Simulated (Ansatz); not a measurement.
## Cohesive energy of elemental solids other than molecular ones

Method: r²SCAN+rVV10 (plane waves, PAW; Ansatz, a program for electronic structure). References are measured values corrected to a static lattice or taken at low temperature (these still hold zero-point motion). The table is a random draw of 10 from 27 solids with such references.

Values in eV/atom.

```csv
solid,reference,r²SCAN+rVV10,error (eV/atom)
hcp Ti,4.88,4.90,+0.02
hcp Ru,6.8,6.69,-0.11
fcc Ca,1.86,2.21,+0.35
bcc K,0.94,0.92,-0.02
antiferromagnetic bcc Cr,4.15,3.75,-0.40
bcc Rb,0.86,0.83,-0.03
bcc Mo,6.84,6.00,-0.84
bcc Cs,0.81,0.78,-0.03
bcc Li,1.67,1.62,-0.05
hcp Co,4.47,4.96,+0.49
```

Over these 10 solids the mean error is -0.06 eV/atom, the mean absolute error 0.23 eV/atom (median 0.08 eV/atom), and the worst case bcc Mo at -0.84 eV/atom; the value is below the reference in 7 of 10 cases. Over all 27, from unrounded values, the mean error is +0.10 eV/atom and the mean absolute error 0.30 eV/atom (median 0.31 eV/atom).

All these references are brought to a static lattice.

Spin–orbit coupling is left out, also for the solids with elements from indium on (bcc Cs); its size isn't shown.

Differences are worked out from the printed values.

Free atoms are spin-polarised, in the lowest state found; at levels without +SOC their spin–orbit coupling is left out. Each level is taken at its own relaxed cell. Caveats: the commensurate order stands in for chromium's spin-density wave, and the size of the moments varies much between levels (antiferromagnetic bcc Cr). Ansatz's density-functional and Hartree–Fock values are scalar-relativistic unless marked +SOC, with PAW data made under PBE.

Ansatz's runs of these crystals have no spin polarisation, but for antiferromagnetic bcc Cr, hcp Co. Meta-GGAs and exact exchange favour moments, which can bear on hcp Ti, antiferromagnetic bcc Cr, hcp Co.

Density-functional runs with spin start from opposed moments for antiferromagnetic bcc Cr, parallel moments for hcp Co.

Not in this set, of the elemental solids other than molecular ones with a reference value in our tables and a result at some level: 11 for no value at r²SCAN+rVV10 (not run, a failed fit, an unstable or unbound cell, or a value held back for tests); 10 for the spin–orbit terms of free Br, In, Sn, Te, I and atoms past barium, a cut that leaves lighter open-shell atoms' terms in the errors; 1 for sources at odds. These can be a level's best or worst cases. Solids without a released value at any level aren't counted. Layered and molecular crystals are counted apart. The metals Ce to Yb are counted apart.

References as tabulated in Jana et al. (2018), arXiv:1807.00350; Mejia-Rodriguez and Trickey (2018), arXiv:1807.09216; Csonka et al. (2009), arXiv:0903.4037.
